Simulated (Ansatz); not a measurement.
# C₃H₄S: up Jacob's ladder to CCSD(T)

Aim: compute C₃H₄S with functionals from several rungs and with coupled cluster, and see how far each lands from CCSD(T) at the basis-set limit for the atomisation energy.

Program: Ansatz 0.2.0, Gaussian basis. Level of theory: functionals in def2-TZVPP, the program's frozen cores in correlated methods. These are calculated values, not measurements.

The runs, in order: LDA (SPW92), PBE-D4, revPBE-D4, BLYP-D4, r2SCAN-D4, B97M-V, PBE0-D4, B3LYP-D4, r2SCANh-D4, r2SCAN0-D4, HSE06-D4, BHLYP-D4, CAM-B3LYP-D4, LC-ωPBE, ωB97X-V, ωB97M-V, B2PLYP, PBE-QIDH; CCSD(T)/def2-SVP; CCSD(T)/def2-TZVPP; MP2/def2-QZVPP; extrapolation to the limit; RPA on PBE.

## (1) Structure used throughout

All runs share one geometry, relaxed beforehand with PBE0-D4 in a triple-zeta def2 set.

8 atoms, charge 0, spin multiplicity 1.

Atoms are counted from 1 here; the program's logs count them from 0.

Bond lengths: C1–C2 1.500 Å, C1–H5 1.094 Å, C1–H6 1.094 Å, C1–H7 1.090 Å, C2–C3 1.304 Å, C2–H8 1.088 Å, C3–S4 1.555 Å. Angles: C2–C1–H5 110.7°, C2–C1–H6 110.7°, C2–C1–H7 111.2°, H5–C1–H6 107.6°, H5–C1–H7 108.2°, H6–C1–H7 108.2°, C1–C2–C3 124.3°, C1–C2–H8 119.0°, C3–C2–H8 116.7°, C2–C3–S4 179.6°.

## (2) LDA

This LDA is Slater exchange with PW92 correlation.

The input, in.yaml:

```yaml
crystal:
  periodic: [false, false, false]
  atoms:
    - {symbol: C, position_ang: [-0.395798, 0.898880, -0.192984]}
    - {symbol: C, position_ang: [-0.222191, -0.527287, 0.237562]}
    - {symbol: C, position_ang: [0.892760, -1.196072, 0.134919]}
    - {symbol: S, position_ang: [2.227257, -1.983913, 0.007803]}
    - {symbol: H, position_ang: [-1.171801, 0.980113, -0.959140]}
    - {symbol: H, position_ang: [-0.697407, 1.524161, 0.651894]}
    - {symbol: H, position_ang: [0.530410, 1.301993, -0.601854]}
    - {symbol: H, position_ang: [-1.071130, -1.055174, 0.665999]}
basis:
  gaussian: {orbitals: def2-TZVPP}
hamiltonian: {xc: lda}
output: {orbitals: {seedname: orbitals}}
```

Further steps of the session: PBE-D4 (GGA); revPBE-D4 (GGA); BLYP-D4 (GGA); r2SCAN-D4 (meta-GGA); B97M-V (meta-GGA); PBE0-D4 (hybrid); B3LYP-D4 (hybrid); r2SCANh-D4 (hybrid); r2SCAN0-D4 (hybrid); HSE06-D4 (hybrid); BHLYP-D4 (hybrid); CAM-B3LYP-D4 (range-separated); LC-ωPBE (range-separated); ωB97X-V (range-separated); ωB97M-V (range-separated); B2PLYP (double hybrid); PBE-QIDH (double hybrid); CCSD(T) in def2-SVP; CCSD(T) in def2-TZVPP; MP2 in def2-QZVPP; RPA on PBE orbitals.

Before running them: what should the planned runs give, taken together? Wanted: atomisation energy, CCSD(T)/CBS; farthest beyond LDA; mean size of error, GGA; mean size of error, meta-GGA; mean size of error, hybrid; mean size of error, range-separated; mean size of error, double hybrid; gap, smallest and largest; T1 diagnostic.

As calculated:

```
                               quantity                                                         value
        atomisation energy, CCSD(T)/CBS                                                772.9 kcal/mol
functionals within 3.9 kcal/mol (0.5 %)  r2SCANh-D4, CAM-B3LYP-D4, LC-ωPBE, ωB97X-V, B2PLYP, PBE-QIDH
                    farthest beyond LDA                                       PBE-D4 (+31.6 kcal/mol)
                mean size of error, GGA                                                 17.0 kcal/mol
           mean size of error, meta-GGA                                                  9.9 kcal/mol
             mean size of error, hybrid                                                 10.5 kcal/mol
    mean size of error, range-separated                                                  3.2 kcal/mol
      mean size of error, double hybrid                                                  2.2 kcal/mol
              gap, smallest and largest                      2.18 eV (LDA (SPW92)), 9.02 eV (LC-ωPBE)
                          T1 diagnostic                                                        0.0159
triples share of the correlation energy                                                         5.0 %
```

LDA overbinds by 125.5 kcal/mol (16 %). PBE-D4 misses by +31.6 kcal/mol. Double hybrids carry the basis error of their MP2 part in triple zeta, and no dispersion term here, so their miss is partly the set-up's. The rungs double hybrid, range-separated miss on average by less than the doubt on the reference (3.9 kcal/mol), so they tie; GGA functionals have the largest mean beyond LDA (17.0 kcal/mol). The reference freezes the cores and leaves out relativity and excitations past (T), so misses under about 3.9 kcal/mol can't be ranked. Hartree-Fock recovers 72 % of the binding; the rest is correlation. CCSD(T) in def2-SVP is off by -34.1 kcal/mol, worse than the median functional, from the basis alone. Orbital gaps span 2.2 to 9.0 eV; exact exchange widens them.
